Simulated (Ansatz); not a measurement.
**BH3O (triplet): the correlation ladder at distance B1–H4 along a hydrogen transfer = 1.799 Å, cc-pVDZ**

How much of the correlation energy of BH3O (triplet) does each wave-function method recover here?

The runs use Ansatz 0.2.0, Gaussian basis; cc-pVDZ, core rule «outside noble gas», up to 2 orbitals frozen.

The runs, in order: UHF; CCSD(T) on ROHF; CCSD(T) on UHF; BCCD(T) on ROHF; CISD; CCSDT(Q) on ROHF; CCSDT(Q) on UHF; CASSCF and MRCISD+Q, 4 electrons in 4 orbitals; CASSCF and NEVPT2, 4 electrons in 4 orbitals.

17 further runs of the same task are left out: 8 for a known fault of the program, 1 for a mislabelled method, 8 that didn't finish.

## Step 1: What is computed

The geometry derives from fragments relaxed apart (PBE0/def2-TZVP) and kept rigid, so it is no stationary point. A hydrogen atom is moved between rigid fragments.

5 atoms, charge 0, spin multiplicity 3.

Atoms are counted from 1 here; the program's logs count them from 0.

Bond lengths: B1–H2 1.193 Å, B1–H3 1.193 Å, H4–O5 0.990 Å. Angles: H2–B1–H3 120.0°.

## Step 2: UHF

Input file in.yaml:

```yaml
crystal:
  periodic: [false, false, false]
  atoms:
    - {symbol: B, position_ang: [-1.516134, 0.000000, 0.000000]}
    - {symbol: H, position_ang: [-2.112867, 1.033571, 0.000000]}
    - {symbol: H, position_ang: [-2.112867, -1.033571, 0.000000]}
    - {symbol: H, position_ang: [0.282866, 0.000000, 0.000000]}
    - {symbol: O, position_ang: [1.272866, 0.000000, 0.000000]}
basis:
  gaussian: {orbitals: cc-pVDZ}
magnetization: {spin_polarized: true, initial_magnetization: 2}
hamiltonian: {xc: hf}
output: {orbitals: {seedname: orbitals}}
```

Launch:

```console
> ansatz run in.yaml --threads 1 --pin off --events-out ev --progress --plain --max-ram 2393MiB
```

The runs that follow: CCSD(T) on ROHF; CCSD(T) on UHF; BCCD(T) on ROHF; CISD; CCSDT(Q) on ROHF; CCSDT(Q) on UHF; CASSCF and MRCISD+Q, 4 electrons in 4 orbitals; CASSCF and NEVPT2, 4 electrons in 4 orbitals.

Q: Predict the results of all the runs planned. Wanted: UCCSDT(Q) below the RHF energy; RMP2 from UCCSDT(Q); UMP2 from UCCSDT(Q); RCCSD from UCCSDT(Q); RCCSD(T) from UCCSDT(Q); UCCSD(T) from UCCSDT(Q); RCCSDT(Q) from UCCSDT(Q); NEVPT2 pair from UCCSDT(Q); MRCISD+Q pair from UCCSDT(Q).

The runs gave:

| quantity | value |
| --- | --- |
| UCCSDT(Q) below the RHF energy | -7.2695 eV |
| RMP2 from UCCSDT(Q) | +102.7 kJ/mol |
| UMP2 from UCCSDT(Q) | +102.8 kJ/mol |
| RCCSD from UCCSDT(Q) | +12.4 kJ/mol |
| RCCSD(T) from UCCSDT(Q) | +2.6 kJ/mol |
| UCCSD(T) from UCCSDT(Q) | +2.5 kJ/mol |
| RCCSDT(Q) from UCCSDT(Q) | +0.1 kJ/mol |
| NEVPT2 pair from UCCSDT(Q) | +99.2 kJ/mol |
| MRCISD+Q pair from UCCSDT(Q) | +3.9 kJ/mol |
| levels within 1 kcal/mol (43 meV) | RCCSD(T), UCCSD(T), BCCD(T), RCCSDT, UCCSDT, RCCSDT(Q), MRCISD+Q pair |
| T1 diagnostic | 0.017 |

RCCSD(T) lands +2.6 kJ/mol from the yardstick (0.4 % of the correlation energy). Of the multireference levels listed MRCISD+Q pair comes nearest in total energy (+3.9 kJ/mol), which doesn't show that its space is the better one. These misses are within one basis, not against nature; the frozen cores of restricted and unrestricted runs differ, which can shift their rows.
